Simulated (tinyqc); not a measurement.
Worked calculation: UHF in the sto-3g basis, for HF, spin multiplicity 1. One step of it, computed by the program tinyqc.

Question. Iteration 2: building the Fock matrix. J_ij = sum D_kl (ij|kl) with D = D(alpha) + D(beta), K_ij = sum D_kl (ik|jl) for each spin; F = H + J - K(s); E = tr D H + tr D J / 2 - 0.5 sum_s tr D(s) K(s) + E_nn.

D(alpha) after iteration 1:
```
            1F 1s      1F 2s     1F 2px     1F 2py     1F 2pz      2H 1s
1F 1s    1.059434  -0.252348   0.015997   0.022886   0.015530   0.003754
1F 2s   -0.252348   1.095617  -0.115194  -0.164804  -0.086035  -0.097661
1F 2px   0.015997  -0.115194   0.962663  -0.053417  -0.121090   0.223515
1F 2py   0.022886  -0.164804  -0.053417   0.923578  -0.173239   0.319776
1F 2pz   0.015530  -0.086035  -0.121090  -0.173239   0.818779   0.145881
2H 1s    0.003754  -0.097661   0.223515   0.319776   0.145881   0.247141
```

D(beta) after iteration 1:
```
            1F 1s      1F 2s     1F 2px     1F 2py     1F 2pz      2H 1s
1F 1s    1.059434  -0.252348  -0.015997  -0.022886   0.015530   0.003754
1F 2s   -0.252348   1.095617   0.115194   0.164804  -0.086035  -0.097661
1F 2px  -0.015997   0.115194   0.962663  -0.053417   0.121090  -0.223515
1F 2py  -0.022886   0.164804  -0.053417   0.923578   0.173239  -0.319776
1F 2pz   0.015530  -0.086035   0.121090   0.173239   0.818779   0.145881
2H 1s    0.003754  -0.097661  -0.223515  -0.319776   0.145881   0.247141
```

core Hamiltonian H = T + V (hartree):
```
             1F 1s       1F 2s     1F 2px     1F 2py     1F 2pz      2H 1s
1F 1s   -40.633953   -9.534590   0.000000   0.000000  -0.016766  -2.236915
1F 2s    -9.534590  -11.105385   0.000000   0.000000  -0.197369  -4.455019
1F 2px    0.000000    0.000000  -8.758235   0.000000   0.000000   0.000000
1F 2py    0.000000    0.000000   0.000000  -8.758235   0.000000   0.000000
1F 2pz   -0.016766   -0.197369   0.000000   0.000000  -8.891060  -2.812776
2H 1s    -2.236915   -4.455019   0.000000   0.000000  -2.812776  -5.665563
```

Two-electron integrals (ij|kl) in chemists' order, unique and non-zero (hartree):
```
(11|11) 5.403501   (21|11) 0.841920   (21|21) 0.156299   (22|11) 1.268028
(22|21) 0.292344   (22|22) 0.926167   (31|31) 0.027998   (32|31) 0.043169
(32|32) 0.204588   (33|11) 1.264502   (33|21) 0.292403   (33|22) 0.925959
(33|33) 0.997514   (41|41) 0.027998   (42|41) 0.043169   (42|42) 0.204588
(43|43) 0.053770   (44|11) 1.264502   (44|21) 0.292403   (44|22) 0.925959
(44|33) 0.889973   (44|44) 0.997514   (51|51) 0.027998   (52|51) 0.043169
(52|52) 0.204588   (53|53) 0.053770   (54|54) 0.053770   (55|11) 1.264502
(55|21) 0.292403   (55|22) 0.925959   (55|33) 0.889973   (55|44) 0.889973
(55|55) 0.997514   (61|11) 0.199631   (61|21) 0.036705   (61|22) 0.068075
(61|33) 0.067978   (61|44) 0.067978   (61|51) 0.001477   (61|52) 0.002752
(61|55) 0.068279   (61|61) 0.008706   (62|11) 0.461690   (62|21) 0.107684
(62|22) 0.375620   (62|33) 0.370454   (62|44) 0.370454   (62|51) 0.007224
(62|52) 0.054356   (62|55) 0.385603   (62|61) 0.025575   (62|62) 0.181025
(63|31) 0.011793   (63|32) 0.067896   (63|53) 0.011675   (63|63) 0.028097
(64|41) 0.011793   (64|42) 0.067896   (64|54) 0.011675   (64|64) 0.028097
(65|11) 0.294393   (65|21) 0.069610   (65|22) 0.260160   (65|33) 0.248705
(65|44) 0.248705   (65|51) 0.015940   (65|52) 0.104243   (65|55) 0.282782
(65|61) 0.017292   (65|62) 0.153631   (65|65) 0.157714   (66|11) 0.576766
(66|21) 0.136725   (66|22) 0.546033   (66|33) 0.526738   (66|44) 0.526738
(66|51) 0.012656   (66|52) 0.129910   (66|55) 0.583981   (66|61) 0.032745
(66|62) 0.322276   (66|65) 0.317736   (66|66) 0.774606
```

nuclear repulsion = 5.48054649 hartree

Give: Coulomb J; exchange K(alpha); exchange K(beta); F(alpha); F(beta); total energy of this density.

Answer.

Coulomb J (hartree):
```
          1F 1s   1F 2s   1F 2px   1F 2py   1F 2pz   2H 1s
1F 1s   20.4985  3.9153   0.0000   0.0000  -0.0004  0.9189
1F 2s    3.9153  9.7066   0.0000   0.0000   0.0361  3.8820
1F 2px   0.0000  0.0000   9.6968  -0.0115   0.0000  0.0000
1F 2py   0.0000  0.0000  -0.0115   9.6884   0.0000  0.0000
1F 2pz  -0.0004  0.0361   0.0000   0.0000   9.7081  2.6793
2H 1s    0.9189  3.8820   0.0000   0.0000   2.6793  5.6229
```

exchange K(alpha) (hartree):
```
          1F 1s    1F 2s   1F 2px   1F 2py   1F 2pz   2H 1s
1F 1s    5.5436   0.9621  -0.0002  -0.0002   0.0018  0.2358
1F 2s    0.9621   1.5742  -0.0269  -0.0385  -0.0131  0.6442
1F 2px  -0.0002  -0.0269   1.2832  -0.0504  -0.0561  0.0433
1F 2py  -0.0002  -0.0385  -0.0504   1.2463  -0.0802  0.0619
1F 2pz   0.0018  -0.0131  -0.0561  -0.0802   1.2514  0.4305
2H 1s    0.2358   0.6442   0.0433   0.0619   0.4305  0.5723
```

exchange K(beta) (hartree):
```
         1F 1s    1F 2s   1F 2px   1F 2py   1F 2pz    2H 1s
1F 1s   5.5436   0.9621   0.0002   0.0002   0.0018   0.2358
1F 2s   0.9621   1.5742   0.0269   0.0385  -0.0131   0.6442
1F 2px  0.0002   0.0269   1.2832  -0.0504   0.0561  -0.0433
1F 2py  0.0002   0.0385  -0.0504   1.2463   0.0802  -0.0619
1F 2pz  0.0018  -0.0131   0.0561   0.0802   1.2514   0.4305
2H 1s   0.2358   0.6442  -0.0433  -0.0619   0.4305   0.5723
```

F(alpha) (hartree):
```
           1F 1s    1F 2s   1F 2px   1F 2py   1F 2pz    2H 1s
1F 1s   -25.6790  -6.5813   0.0002   0.0002  -0.0189  -1.5538
1F 2s    -6.5813  -2.9730   0.0269   0.0385  -0.1482  -1.2172
1F 2px    0.0002   0.0269  -0.3446   0.0389   0.0561  -0.0433
1F 2py    0.0002   0.0385   0.0389  -0.3161   0.0802  -0.0619
1F 2pz   -0.0189  -0.1482   0.0561   0.0802  -0.4344  -0.5639
2H 1s    -1.5538  -1.2172  -0.0433  -0.0619  -0.5639  -0.6149
```

F(beta) (hartree):
```
           1F 1s    1F 2s   1F 2px   1F 2py   1F 2pz    2H 1s
1F 1s   -25.6790  -6.5813  -0.0002  -0.0002  -0.0189  -1.5538
1F 2s    -6.5813  -2.9730  -0.0269  -0.0385  -0.1482  -1.2172
1F 2px   -0.0002  -0.0269  -0.3446   0.0389  -0.0561   0.0433
1F 2py   -0.0002  -0.0385   0.0389  -0.3161  -0.0802   0.0619
1F 2pz   -0.0189  -0.1482  -0.0561  -0.0802  -0.4344  -0.5639
2H 1s    -1.5538  -1.2172   0.0433   0.0619  -0.5639  -0.6149
```

total energy of this density = -98.366749 hartree
